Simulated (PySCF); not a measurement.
Gas-phase thermal properties of SiCl₃

Method: PySCF energies (xtb for GFN2) plus ideal-gas RRHO corrections (1 bar). The comparison is the NASA 1993 polynomial table, which mixes measured and estimated data. 6-31G* has spherical d functions here. Open shells (unrestricted): SiCl₃ (multiplicity 2). GFN2 has no spin-polarisation term. B3LYP is the form with VWN-RPA correlation. The harmonic model lacks anharmonicity and excited electronic states, which grow with temperature; levels with a mode under 35 cm⁻¹ are left out. The table's entry may be an old estimate for SiCl₃ (not checked at source).

```
level           point group  σ  ZPE (kJ/mol)  S°298 (J/mol/K)  Cp298 (J/mol/K)  S°1000 (J/mol/K)  H1000 − H298 (kJ/mol)
--------------  -----------  -  ------------  ---------------  ---------------  ----------------  ---------------------
table                     -  -             -            318.2             70.8             412.4                   55.3
B3LYP/6-31G*            C3v  3          12.8            321.4             71.5             416.0                   55.5
GFN2-xTB                C3v  3          11.2            327.1             73.6             422.9                   56.1
HF/6-31G*               C3v  3          14.1            317.1             69.7             410.6                   55.0
PBE/def2-SVP            C3v  3          12.7            322.6             71.6             417.2                   55.6
PBE0/def2-TZVP          C3v  3          13.2            320.1             70.8             414.3                   55.3
```
σ: rotational symmetry number. Electronic degeneracy used: 2. Frequencies are unscaled.
